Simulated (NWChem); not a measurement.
## Correlation energy of chloroform (CHCl₃)

```xyz
5

Cl     0.8517    -0.0663     1.4726
C     -0.0092     0.4528     0.0000
Cl     0.8517    -0.0663    -1.4726
Cl    -1.6984    -0.1182     0.0000
H     -0.0315     1.5461     0.0000
```
Charge 0, spin multiplicity 1.

Program: NWChem. All single points use one geometry, from B3LYP/def2-SVP, a minimum by its harmonic frequencies.

Basis set: 6-31G*. Each correlation energy counts from its own Hartree-Fock reference.

```
method        correlation energy (mHa)  difference from CCSD(T)
------------  ------------------------  -----------------------
CR-CCSD(T)                      -572.5                     +4.4
CCSD(T)                         -576.9                      0.0
CR-CCSD[T]                      -573.0                     +3.9
MP2                             -518.6                    +58.3
SCS-MP2                         -503.3                    +73.6
CCSD                            -560.0                    +16.8
CCSD+T(CCSD)                    -577.5                     -0.6
```

The values span 74.2 mHa, from CCSD+T(CCSD) (lowest) to SCS-MP2 (highest). 

The correlated methods keep 16 core orbitals frozen. The Pople sets run with spherical d functions. Differences from the coupled-cluster row are differences between methods, not errors against experiment.
